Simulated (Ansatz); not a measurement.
Cubic perovskite KTaO3, treated with r²SCAN (PAW; Ansatz, a program for electronic structure).

Settings: plane-wave cutoff 600 eV, 6×6×6 k mesh, scalar-relativistic PAW data made under PBE.

Computed at the level's own relaxed cell.

Elastic tensor (GPa, Voigt notation, ions relaxed):

```
  461.6    82.8    82.8     0.0     0.0     0.0
   82.8   461.6    82.8     0.0     0.0     0.0
   82.8    82.8   461.6     0.0     0.0     0.0
    0.0     0.0     0.0   107.7     0.0     0.0
    0.0     0.0     0.0     0.0   107.7     0.0
    0.0     0.0     0.0     0.0     0.0   107.7
```

Task: Work out the Voigt, Reuss and Hill averages of the bulk and shear moduli, Young's modulus and Poisson's ratio from the printed constants.

Result: K_V = [C11 + C22 + C33 + 2(C12 + C13 + C23)]/9 = [1384.8 + 2 × 248.4]/9 = 209.1 GPa. G_V = [1384.8 − 248.4 + 3 × 323.1]/15 = 140.4 GPa. From the compliances S = C⁻¹, K_R = 209.1 and G_R = 130.2 GPa. Hill means: K = 209.1, G = 135.3 GPa. E = 9KG/(3K + G) = 334 GPa, ν = (3K − 2G)/(6K + 2G) = 0.23, K/G = 1.55.

Measured, for comparison: elastic constant C11 431 GPa, elastic constant C12 103 GPa, elastic constant C44 109 GPa (temperature not stated, no zero-point or thermal correction; as tabulated in arXiv:2111.11352). Computed (rounded) less measured: elastic constant C11 +7 %, elastic constant C12 -20 %, elastic constant C44 -0.9 %. A static lattice is as a rule a little smaller and stiffer than an uncorrected measurement, which narrows the difference in the elastic constant C11 and would widen misses of the other sign.

Spin–orbit coupling is not included.
